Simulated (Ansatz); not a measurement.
# SiH3+ (triplet): correlated methods under varied settings at distance Si1–H3 = 4.539 Å

Aim: run SiH3+ (triplet) at one geometry under a spread of methods and options, and see what each costs and gives.

The runs use Ansatz 0.2.0, Gaussian basis; the settings change from run to run.

15 further runs of the same task are left out: 11 that didn't finish, 4 set aside as unsound or not needed.

## (1) What is computed

The geometry derives from a PBE0/def2-TZVP stationary point (not a proven minimum). One bond is set to the value named and the two fragments are kept rigid.

4 atoms, charge 1, spin multiplicity 3.

Atoms are counted from 1 here; the program's logs count them from 0.

Bond lengths: Si1–H2 1.492 Å, Si1–H4 1.694 Å. Angles: H2–Si1–H4 105.3°.

## (2) BCCD(T)/cc-pVDZ

in.yaml

```yaml
crystal:
  periodic: [false, false, false]
  atoms:
    - {symbol: Si, position_ang: [-0.023905, 0.089275, -0.165069]}
    - {symbol: H, position_ang: [-0.023905, -1.203872, -0.909801]}
    - {symbol: H, position_ang: [1.153228, -0.975565, 4.087341]}
    - {symbol: H, position_ang: [-0.463226, -0.308137, 1.421985]}
basis:
  gaussian: {orbitals: cc-pVDZ}
total_charge: 1
magnetization: {spin_polarized: true, initial_magnetization: 2}
hamiltonian: {xc: {name: B3LYP}}
correlation: {method: bccd_t, electrons: outside_noble_gas}
```

Run with:

```console
ansatz run in.yaml --threads 1 --pin off --events-out ev --progress --plain --max-ram 2393MiB
```

The log of the run (excerpt; [...] marks lines left out):

```text
Functional definition: B3LYP
  name "B3LYP"
  cite "Stephens, Devlin, Chabalowski & Frisch, J. Phys. Chem. 98, 11623 (1994) doi:10.1021/j100096a001"
  cite "Becke, Phys. Rev. A 38, 3098 (1988) doi:10.1103/PhysRevA.38.3098"
  cite "Lee, Yang & Parr, Phys. Rev. B 37, 785 (1988) doi:10.1103/PhysRevB.37.785"
  cite "Vosko, Wilk & Nusair, Can. J. Phys. 58, 1200 (1980) doi:10.1139/p80-159"
[...]
315 factors; integrals over basis functions are off by at most 1.2e-3 eV
[...]
mean field -7912.76493598 eV, -290.7887479327 hartree, gradient 6.0e-6 eV, S^2 2.003812; 4 other end points of the search recorded, 0 dependent functions left out
5 core orbitals not correlated: weight in the atoms' cores, before any rotation towards them, 1.000 or more for the frozen orbitals, at most 0.000 for the correlated occupied ones
reference -7896.77787409 eV, -290.2012342445 hartree; 4, 2 occupied and 24, 26 virtual orbitals, 315 factors
second order -1.84339011 eV of doubles, -0.14765491 eV of singles
cycle   1  -2.38159332 eV  change   -3.9e-1 eV  update   5.1e-2
[...]
cycle  11  -2.55305420 eV  change    4.6e-8 eV  update   6.9e-6
perturbative correction -0.04813334 eV, -0.0017688676 hartree
Total energy: -7899.37906162 eV, -290.2968261233 hartree
```

Run time: 1.4 s. Hardware: 1 thread of AMD EPYC 7B13, shared host.

From the report: ⟨S²⟩ of the determinant 2.004 (pure triplet: 2.00); correlation -2.6012 eV; largest double amplitude 0.06.

## (3) CCSD on ROHF/cc-pVDZ

Changes to in.yaml since step 2:

```diff
@@ -10,4 +10,3 @@
 total_charge: 1
-magnetization: {spin_polarized: true, initial_magnetization: 2}
-hamiltonian: {xc: {name: B3LYP}}
-correlation: {method: bccd_t, electrons: outside_noble_gas}
+magnetization: {spin_polarized: false, initial_magnetization: 2}
+correlation: {method: ccsd, electrons: valence}
```

The command is unchanged.

The log of the run (excerpt; [...] marks lines left out):

```text
Functional definition: HF
  name "HF"
  cite "Fock, Z. Phys. 61, 126 (1930) doi:10.1007/BF01340294"
  parent pbe
[...]
315 factors; integrals over basis functions are off by at most 1.2e-3 eV
[...]
mean field -7896.97689348 eV, -290.2085480722 hartree, gradient 4.9e-6 eV, S^2 2.000000; 3 other end points of the search recorded, 0 dependent functions left out
[...]
determinant -7896.97689348 eV, -290.2085480722 hartree, with singles and doubles -7899.37804131 eV, -290.2967886274 hartree
determinant -7894.18031904 eV, -290.1057758571 hartree, with singles and doubles -7897.07751171 eV, -290.2122457239 hartree
5 core orbitals not correlated: weight in the atoms' cores, before any rotation towards them, 1.000 or more for the frozen orbitals, at most 0.000 for the correlated occupied ones
reference -7896.97689348 eV, -290.2085480722 hartree; 4, 2 occupied and 24, 26 virtual orbitals, 315 factors
second order -1.74006241 eV of doubles, -0.03279532 eV of singles
cycle   1  -2.38736521 eV  change   -7.7e-2 eV  update   1.4e-2
[...]
cycle  10  -2.39713924 eV  change   -1.1e-6 eV  update   4.0e-6
Total energy: -7899.37403272 eV, -290.2966413145 hartree
```

Wall time 0.63 s (1 thread of AMD EPYC 7B13, shared host).

From the report: correlation -2.3971 eV; T1 0.025; largest double amplitude 0.06.

## (4) HF/def2-mTZVP

Changes to in.yaml since step 3:

```diff
@@ -8,5 +8,6 @@
 basis:
-  gaussian: {orbitals: cc-pVDZ}
+  gaussian: {orbitals: def2-mTZVP}
 total_charge: 1
 magnetization: {spin_polarized: false, initial_magnetization: 2}
-correlation: {method: ccsd, electrons: valence}
+hamiltonian: {xc: hf}
+output: {orbitals: {seedname: orbitals}}
```

The command is unchanged.

The log of the run:

```text
Functional definition: HF
  name "HF"
  cite "Fock, Z. Phys. 61, 126 (1930) doi:10.1007/BF01340294"
  parent pbe
  exchange = exact_x
  correlation = 0
292 factors; integrals over basis functions are off by at most 6.6e-4 eV
mean field evaluation 1: about -7892.4166 eV, gradient 9.3e0 eV
mean field evaluation 2: about -7892.4171 eV, gradient 9.3e0 eV
mean field evaluation 4: about -7896.7806 eV, gradient 3.5e0 eV
mean field evaluation 8: about -7896.8832 eV, gradient 9.5e-2 eV
mean field evaluation 16: about -7896.6919 eV, gradient 2.5e0 eV
mean field evaluation 32: about -7896.7814 eV, gradient 3.5e0 eV
mean field -7896.88314041 eV, -290.2051027102 hartree, gradient 2.6e-5 eV, S^2 2.000000; 0 other end points of the search recorded, 0 dependent functions left out
reference -7896.88314041 eV, -290.2051027102 hartree; 9, 7 occupied and 22, 24 virtual orbitals, 292 factors
Total energy: -7896.88314041 eV, -290.2051027102 hartree
```

It took 0.15 s on 1 thread of AMD EPYC 7B13, shared host.

## (5) HF/cc-pVDZ

Changes to in.yaml since step 4:

```diff
@@ -8,3 +8,3 @@
 basis:
-  gaussian: {orbitals: def2-mTZVP}
+  gaussian: {orbitals: cc-pVDZ}
 total_charge: 1
@@ -12,2 +12,3 @@
 hamiltonian: {xc: hf}
+scf: {lower_state_search: light}
 output: {orbitals: {seedname: orbitals}}
```

The command is unchanged.

The log of the run:

```text
Functional definition: HF
  name "HF"
  cite "Fock, Z. Phys. 61, 126 (1930) doi:10.1007/BF01340294"
  parent pbe
  exchange = exact_x
  correlation = 0
315 factors; integrals over basis functions are off by at most 1.2e-3 eV
mean field evaluation 1: about -7892.7376 eV, gradient 8.9e0 eV
mean field evaluation 2: about -7892.7393 eV, gradient 8.9e0 eV
mean field evaluation 4: about -7896.8931 eV, gradient 3.1e0 eV
mean field evaluation 8: about -7896.9749 eV, gradient 2.8e-1 eV
mean field evaluation 16: about -7891.1141 eV, gradient 7.6e0 eV
mean field -7896.97689348 eV, -290.2085480722 hartree, gradient 8.7e-6 eV, S^2 2.000000; 0 other end points of the search recorded, 0 dependent functions left out
reference -7896.97689348 eV, -290.2085480722 hartree; 9, 7 occupied and 24, 26 virtual orbitals, 315 factors
Total energy: -7896.97689348 eV, -290.2085480722 hartree
```

Run time: 0.18 s. Hardware: 1 thread of AMD EPYC 7B13, shared host.

## (6) CASCI(4,3)/cc-pVDZ

Changes to in.yaml since step 5:

```diff
@@ -8,7 +8,5 @@
 basis:
-  gaussian: {orbitals: cc-pVDZ}
+  gaussian: {orbitals: cc-pVDZ, point_charges: [{charge: 1.00, position_ang: [5.488, 0.575, -0.533]}]}
 total_charge: 1
 magnetization: {spin_polarized: false, initial_magnetization: 2}
-hamiltonian: {xc: hf}
-scf: {lower_state_search: light}
-output: {orbitals: {seedname: orbitals}}
+correlation: {active_space: {window: {electrons: 4, orbitals: 3}, fixed_orbitals: true}}
```

The command is unchanged.

The log of the run:

```text
Functional definition: HF
  name "HF"
  cite "Fock, Z. Phys. 61, 126 (1930) doi:10.1007/BF01340294"
  parent pbe
  exchange = exact_x
  correlation = 0
315 factors; integrals over basis functions are off by at most 1.2e-3 eV
mean field evaluation 1: about -7888.7465 eV, gradient 8.9e0 eV
mean field evaluation 2: about -7888.7487 eV, gradient 8.9e0 eV
mean field evaluation 4: about -7894.1292 eV, gradient 5.8e0 eV
mean field evaluation 8: about -7894.3771 eV, gradient 8.6e-2 eV
mean field evaluation 16: about -7891.4913 eV, gradient 4.2e0 eV
mean field -7894.37651408 eV, -290.1129858920 hartree, gradient 2.5e-6 eV, S^2 2.000000; 0 other end points of the search recorded, 0 dependent functions left out
reference -7894.37651408 eV, -290.1129858920 hartree; 9, 7 occupied and 24, 26 virtual orbitals, 315 factors
state -7894.37651408 eV, -290.1129858920 hartree
Total energy: -7894.37651408 eV, -290.1129858920 hartree
```

It took 0.18 s on 1 thread of AMD EPYC 7B13, shared host.

From the report: 9 determinants; active occupations 2.00, 1.00, 1.00. With so small a space the active step adds no correlation: the energy is the mean field's.

## (7) CISD/cc-pVDZ

in.yaml

```yaml
crystal:
  periodic: [false, false, false]
  atoms:
    - {symbol: Si, position_ang: [-0.023905, 0.089275, -0.165069]}
    - {symbol: H, position_ang: [-0.023905, -1.203872, -0.909801]}
    - {symbol: H, position_ang: [1.153228, -0.975565, 4.087341]}
    - {symbol: H, position_ang: [-0.463226, -0.308137, 1.421985]}
basis:
  gaussian: {orbitals: cc-pVDZ}
total_charge: 1
magnetization: {spin_polarized: false, initial_magnetization: 2}
correlation: {active_space: {ras: {orbitals: [2, 2, 24], electrons: 6, max_holes: 2, max_particles: 2}, fixed_orbitals: true}}
scf: {lower_state_search: off}
output: {forces: true}
```

Same command.

The log of the run (excerpt; [...] marks lines left out):

```text
Functional definition: HF
  name "HF"
  cite "Fock, Z. Phys. 61, 126 (1930) doi:10.1007/BF01340294"
  parent pbe
[...]
315 factors; integrals over basis functions are off by at most 1.2e-3 eV
[...]
mean field -7896.97689348 eV, -290.2085480722 hartree, gradient 4.9e-6 eV, S^2 2.000000; 0 other end points of the search recorded, 0 dependent functions left out
reference -7896.97689348 eV, -290.2085480722 hartree; 9, 7 occupied and 24, 26 virtual orbitals, 315 factors
state -7899.31661991 eV, -290.2945314327 hartree
[...]
Total energy: -7899.31661991 eV, -290.2945314327 hartree
Atom 0 at    -0.023905     0.089275    -0.165069 Å, force    -0.752571    -1.129444     2.460647 eV/Å
Atom 1 at    -0.023905    -1.203872    -0.909801 Å, force     0.145595     0.151442    -0.515667 eV/Å
Atom 2 at     1.153228    -0.975565     4.087341 Å, force     0.000751    -0.000210     0.001488 eV/Å
Atom 3 at    -0.463226    -0.308137     1.421985 Å, force     0.606225     0.978212    -1.946468 eV/Å
Dipole moment:    -0.056189     0.099980    -0.258729 e Å
Checks for a lower state left out: starts, cluster_reference, orbital_swaps, neighbouring_geometries, increment
```

Run time: 0.57 s. Hardware: 1 thread of AMD EPYC 7B13, shared host.

From the report: 23,248 determinants.

## (8) All runs side by side

Where basis and cores are those of an earlier FCI/cc-pVDZ run (-7899.4416 eV), and the state is the same kind, the miss against it is given.

```tsv
level	correlated	functions	energy (eV)	from FCI (meV)	time
BCCD(T)/cc-pVDZ (on B3LYP orbitals)	outside noble gas	33	-7899.3791	62.5	1.4 s
CCSD on ROHF/cc-pVDZ	valence	33	-7899.3740	67.5	0.63 s
HF/def2-mTZVP		31	-7896.8831		0.15 s
HF/cc-pVDZ		33	-7896.9769	2464.7	0.18 s
CASCI(4,3)/cc-pVDZ (beside a point charge)		33	-7894.3765		0.18 s
CISD/cc-pVDZ	outside noble gas	33	-7899.3166	125.0	0.57 s
```

## (9) Results

```
quantity                                       value
    runs                                           6
quickest                       HF/def2-mTZVP, 0.15 s
 slowest  BCCD(T)/cc-pVDZ (on B3LYP orbitals), 1.4 s
```

In words: Total energies in different bases, with other cores or another treatment of relativity can't be set against each other. BCCD(T)/cc-pVDZ (on B3LYP orbitals) took 10 times as long as HF/def2-mTZVP; the jobs differ in more than the method. Among the correlated runs with a miss given, it spans +63 to +125 meV. Hartree-Fock, CASSCF and CASCI lack dynamic correlation by design. Cores frozen from Kohn-Sham orbitals shift the total energy.
